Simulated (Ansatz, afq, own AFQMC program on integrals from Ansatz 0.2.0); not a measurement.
AFQMC on a folder of integrals that Ansatz 0.2.0 wrote.

```yaml
crystal:
  periodic: [false, false, false]
  atoms:
    - {symbol: O, position_ang: [-0.904673, -0.231644, 0.000000]}
    - {symbol: H, position_ang: [-1.153982, 0.694932, 0.000000]}
    - {symbol: H, position_ang: [0.148327, -0.231644, 0.000000]}
    - {symbol: Br, position_ang: [1.910327, -0.231644, 0.000000]}
basis:
  gaussian: {orbitals: cc-pVTZ}
magnetization: {spin_polarized: true, initial_magnetization: 1}
correlation: {method: ccsd_t, electrons: outside_noble_gas, hamiltonian_folder: ham}
```

```sh
$ ansatz run in.yaml --threads 1 --pin off --events-out ev --progress --plain --max-ram 16896MiB --backend cuda --devices 0, --max-vram 18GiB
```

afq runs on the folder ham with

```
--method phaseless --trial cisd --walkers 1400 --populations 20 --least-time 60 --time-step 0.005 --steps-per-block 50 --equilibration-blocks 28 --max-blocks 4000 --target-error 0.00023 --factor-cut 1e-05 --start spin_pure --seed 9475 --release-times 0.24,0.51,0.99,1.5 --release-step 0.03 --release-every 4 --taylor-order 6
```

Times are imaginary, in 1/Eh. The walk had a cap of 238 s. With eight or more populations the least sampling time is a fifth of least-time, and the error comes from their spread. Filled inner d shells are frozen with the cores.

Log:

```
orbitals 86  electrons 8 7  factors 561 of 622
reference energy -2648.46129741 Eh
CCSD correlation -0.43440077 Eh in 17 cycles, weight of the determinant in the CISD state 0.8695
energy of the start -2648.893936 Eh
 block  time / (1/Eh)  mean weight  energy / Eh
     1     0.250  0.9989  -2648.890391
     2     0.500  0.9996  -2648.897306
     3     0.750  1.0000  -2648.902653
     4     1.000  1.0002  -2648.906534
     5     1.250  1.0007  -2648.908313
    10     2.500  1.0007  -2648.912056
    25     6.250  1.0000  -2648.911099
    34     8.500  1.0004  -2648.907780
    40    10.000  0.9999  -2648.910500
    46    11.500  1.0003  -2648.914839
    55    13.750  1.0004  -2648.912567
    70    17.500  0.9995  -2648.910772
    85    21.250  1.0000  -2648.910022
   100    25.000  1.0009  -2648.911013
   115    28.750  1.0004  -2648.913800
   130    32.500  1.0008  -2648.911241
   145    36.250  0.9996  -2648.909550
   148    37.000  1.0007  -2648.910849
error from the spread of 20 populations
released: time / (1/Eh)  energy / Eh  error  mean overlap
  0.24  -2648.911426  0.000204  0.9919
  0.51  -2648.911557  0.000244  0.9881
  0.99  -2648.911824  0.000241  0.9810
  1.50  -2648.911734  0.000375  0.9827
energy -2648.910802 +/- 0.000226 Eh
(rows thinned)
```

The run passed its tests (sampling time, drift between the halves within three errors, error under three times the target), which doesn't prove that it has relaxed.

Against this walk (error 6.1 meV) on the same determinant: CCSD(T) 11.1 meV higher (within the noise). The error is statistical and leaves out the bias of the constraint. Released to 1.50 1/Eh the energy lies 25 ± 12 meV (both errors) below the phaseless value, which shows part or all of the bias of the constraint, and CCSD(T) lies 36.5 meV above the released value.

Cautions: constraint bias not in the error; no relativity below Rb; no spin-orbit coupling; inner d shell frozen.

The walk took 120 s on 1 × NVIDIA H100 80GB HBM3 with 2 threads of AMD EPYC 7R13 Processor (Zen 3) (shared host) (the card was shared). The log's last line is the phaseless energy.

A walk keeps the symmetry of its determinant, which the program's search chose and which needn't be the lowest solution, so a lower state of the same spin and another symmetry isn't excluded.
